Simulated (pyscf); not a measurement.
Structures and frequencies: ωB97X-D3(BJ)/def2-SVP in PySCF.

**Question.** Estimate the classical barrier height and the reaction energy of `[O]=[V]([OH])([OH])[OH]` + `[BrH]` → `[O]=[V]([OH])([OH])[Br]` + `[OH2]` at ωB97M-D3(BJ)/def2-TZVP. The step runs on the singlet surface, breaks O–V, Br–H and forms Br–V, H–O; take the separated reactants as zero.

**Answer.** ΔE‡ = 9.1 kcal/mol, ΔE = -5.4 kcal/mol. Zero-point energy shifts the barrier by +0.5 kcal/mol. It is a four-centre exchange, with an imaginary mode of 709i cm⁻¹. On the reactant side the descent ends in a complex, 4.4 kcal/mol under the separated species and 10.6 kcal/mol under the saddle at ωB97X-D3(BJ)/def2-TZVP. On the product side the descent ends in a bound adduct (not fully relaxed), 8.9 kcal/mol under the separated species and 24.5 kcal/mol under the saddle at ωB97X-D3(BJ)/def2-TZVP. At ωB97X-D3(BJ)/def2-TZVP the barrier from the zero used here is 6.2 kcal/mol. One saddle was located; it need not be the lowest between these sides. Elements up to Kr have no core potential and no relativistic terms here.
